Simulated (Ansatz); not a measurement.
# Worked example: correlation energy of AlH2⁻, singlet

Geometry: a point of a stretch scan, not a stationary point.

```xyz
3

Al    0.0000   -0.1045    0.0248
H     0.0000    1.7362   -1.9217
H     0.0000    1.0613    1.2577
```

Basis aug-cc-pVDZ; Ansatz 0.2.0. Only valence electrons are correlated (noble-gas cores frozen), which leaves 6 electrons in 40 orbitals. R marks a restricted (for open shells ROHF) determinant.

Full CI is exact within this basis and frozen core; it isn't the basis-set limit.

Runs differ by some tens of microhartree through their thresholds, so steps under 0.03 kcal/mol mean nothing.

```csv
level,total energy (hartree)
RHF,-242.985471
RMP2,-243.069793
RCCSD,-243.101416
RCCSD(T),-243.104390
RCCSDT,-243.105388
RCCSDT(Q),-243.105540
RCCSDTQ,-243.105573
full CI,-243.105575
```

**Question.** What is the correlation energy at full CI, and what share of it do RMP2 and RCCSD(T) recover?

**Answer.** E(corr) = -243.105575 − (-242.985471) = -0.120104 hartree = -3.268 eV. RMP2: -0.084322 / -0.120104 = 70.21 %. RCCSD(T): -0.118919 / -0.120104 = 99.01 %.

**Question.** By how many kcal/mol does RCCSD(T) miss full CI (1 hartree = 627.509 kcal/mol), and which steps make up the rest?

**Answer.** -243.104390 − (-243.105575) = 0.001185 hartree = 0.74 kcal/mol. Steps: RCCSDT − RCCSD(T) = -0.63, RCCSDT(Q) − RCCSDT = -0.10, RCCSDTQ − RCCSDT(Q) = -0.02, full CI − RCCSDTQ = 0.00 kcal/mol. That is within 1 kcal/mol of the reference in this basis, which itself misses far more of the correlation at the basis-set limit.
